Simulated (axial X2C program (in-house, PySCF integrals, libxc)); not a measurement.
## Bond lengths and stretching modes, held linear, of HPF

Calculated with an axial X2C code built on PySCF integrals: two-component X2C with atomic mean-field Coulomb and Gaunt terms, Gaussian nuclei, basis H dyall-v3z, P dyall-v3z, F dyall-av3z with contracted cores. Spin-free rows use the one-electron spin-free X2C Hamiltonian.

Masses H 1.008, P 30.974, F 18.998 u. States: 2c Ω = 3/2 (beyond evenly filled blocks: ω = 3/2); spin-free M_S = 3/2, Λ = 0 (beyond evenly filled blocks: σα, π+α, π-α).

PBE, spin-free: energies above the lowest point

```tsv
r(H–P) (Å)	r(P–F) (Å)	E (meV)
1.5005	1.6165	75.14
1.5005	1.6580	23.93
1.5005	1.6994	9.74
1.5390	1.6165	58.49
1.5390	1.6580	10.68
1.5390	1.6994	0.00
1.5390	1.7409	18.18
1.5775	1.6165	54.80
1.5775	1.6580	10.41
1.5775	1.6994	3.28
1.6159	1.6580	19.99
1.6159	1.7409	41.86
```

Question: Fit a quadratic surface with cubic terms in each bond: where is the minimum, and what are the two stretching wavenumbers?

Answer: At PBE, spin-free: bonds 1.549 and 1.691 Å; harmonic stretches 629.9 and 1505.1 cm⁻¹; force constants 1.32, 2.85 and coupling 0.36 mdyn/Å.

The other levels and Hamiltonians give:

| Hamiltonian | level | r(H–P) (Å) | r(P–F) (Å) | lower stretch (cm⁻¹) | upper stretch (cm⁻¹) |
| --- | --- | --- | --- | --- | --- |
| 2c | PBE0 | 1.538 | 1.658 | 679.5 | 1529.4 |
| 2c | HF | 1.550 | 1.619 | 721.9 | 1278.9 |
| 2c | PBE | 1.550 | 1.691 | 629.9 | 1504.3 |
| 2c | MP2 | 1.519 | 1.658 | 713.1 | 1581.3 |
| spin-free | PBE0 | 1.538 | 1.658 | 679.5 | 1530.3 |
| spin-free | HF | 1.550 | 1.619 | 721.8 | 1280.5 |
| spin-free | MP2 | 1.519 | 1.658 | 713.1 | 1582.2 |

Each state is one determinant, the lowest of a limited PBE0 search; the stretches come from a fit to these few points and carry an uncertainty of a few per cent. Other orders of the atoms were not compared. The levels spread by more than a fifth, so the stretches depend strongly on the method. MP2 freezes inner shells (threshold -2 hartree). The molecule was held linear; bending was not examined, so a bent shape may lie lower. Note: several unpaired electrons, one determinant need not be a pure state.
